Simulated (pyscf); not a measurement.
## Four-centre exchange: H₃Ge–O–GeH₃ + hydrogen fluoride (HF) → F–GeH₂–O–GeH₃ + hydrogen (H₂)

Gas phase, singlet surface, charge 0. Bonds broken: Ge1–H4, F10–H11. Bonds formed: Ge1–F10, H4–H11. Single points on ωB97X-D3(BJ)/def2-SVP structures (PySCF, gas phase).

Transition state (Å):

```xyz
11

Ge    -2.4701     0.6618    -0.1078
O     -1.2823    -0.4153    -0.8829
Ge     0.4571    -0.5115    -0.5287
H     -1.8724    -0.1298     1.4666
H     -3.7516     0.2335    -0.8048
H     -1.8780     2.0660    -0.1953
H      0.6440    -1.1562     0.8564
H      1.0806    -1.3696    -1.6333
H      1.0447     0.9130    -0.5256
F     -3.5543     1.1525     1.5404
H     -2.6095     0.3741     1.7711
```

One imaginary mode, 1099i cm⁻¹; descent along it reached the two sides named.

```csv
bond,change,reactant side (Å),saddle,product side
Ge1–H4,breaks,1.546,1.861,4.6
F10–H11,breaks,0.925,1.246,2.387
Ge1–F10,forms,2.9,2.033,1.755
H4–H11,forms,2.254,0.943,0.761
```

Electronic energies relative to the separated reactants (kcal/mol):

```
level                   barrier  reaction energy  reverse barrier
----------------------  -------  ---------------  ---------------
ωB97X-D3(BJ)/def2-TZVP     31.0            -16.0             47.0
PBE/def2-TZVP              24.8            -14.6             39.4
r²SCAN/def2-TZVP           26.6            -17.0             43.6
B3LYP-D3(BJ)/def2-TZVP     30.0            -15.8             45.7
PBE0-D3(BJ)/def2-TZVP      29.3            -13.6             43.0
M06-2X/def2-TZVP           30.0            -20.2             50.2
ωB97M-D3(BJ)/def2-TZVP     31.3            -15.0             46.3
HF/def2-TZVP               48.9            -15.0             63.9
```

With ωB97M-D3(BJ)/def2-TZVP energies and thermal terms (ideal gas, 1 atm, RRHO with modes under 100 cm⁻¹ raised to 100, one conformer, R ln 2 for rigid chiral ones), in kcal/mol:

```csv
T (K),ΔH‡,ΔG‡,ΔH,ΔG
298,29.8,39.5,-17.2,-15.6
600,29.6,49.5,-16.6,-14.2
900,29.8,59.4,-16.1,-13.1
1200,30.3,69.1,-15.8,-12.1
```

At the saddle there is also a short Ge–H contact that neither side keeps. This is the saddle that the search found; another between the same sides may lie lower. Elements up to Kr have no core potential and no relativistic terms here.
